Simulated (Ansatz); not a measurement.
A made-up structure of C$_{2}$H$_{6}$B (charge +1), singlet:

B1  (-0.445, 0.778, -1.201)
C2  (-0.238, 0.348, 0.221)
C3  (0.481, -0.794, 0.708)
H4  (0.301, 1.235, 0.440)
H5  (0.343, 1.526, -1.704)
H6  (-0.692, 0.984, 0.993)
H7  (0.939, -1.435, -0.040)
H8  (-0.203, -1.359, 1.370)
H9  (1.221, -0.432, 1.448)
(Å)

It is relaxed with PBE-D4/def2-SVP and then PBE0-D4/def2-TZVP (Ansatz 0.2.0). Atoms count as bonded within 1.22 times the sum of their covalent radii (H–H: 0.88 Å). The end point is not checked to be a true minimum.

**Question.** Does its bonding change? (A judgement: the text doesn't fix the answer.)

**Answer.** Computed: No: no bond forms or breaks.

Where it ends: The first stage lowers the energy by 2.35 eV in 12 steps. It ends as C₂H₆B ([BH][CH2][CH3]), total charge +1:
B1  (-0.262, 0.892, -1.006)
C2  (0.114, 0.667, 0.379)
C3  (0.483, -0.795, 0.773)
H4  (0.952, 1.363, 0.579)
H5  (-0.568, 1.082, -2.127)
H6  (-0.730, 1.049, 0.986)
H7  (1.340, -1.148, 0.204)
H8  (-0.360, -1.466, 0.616)
H9  (0.739, -0.794, 1.831)
(Å)

Labels in which every atom is bracketed show which atoms are joined, not bond orders.

For scale, one of the runs: PBE0-D4/def2-TZVP relaxation, 129 basis functions, launched by `ansatz run in.yaml --threads 2 --pin off --events-out ev --progress --plain --max-ram 4352MiB`. Hardware: 2 CPU threads of an Arm Neoverse V2, shared host. Wall time about 13 s.
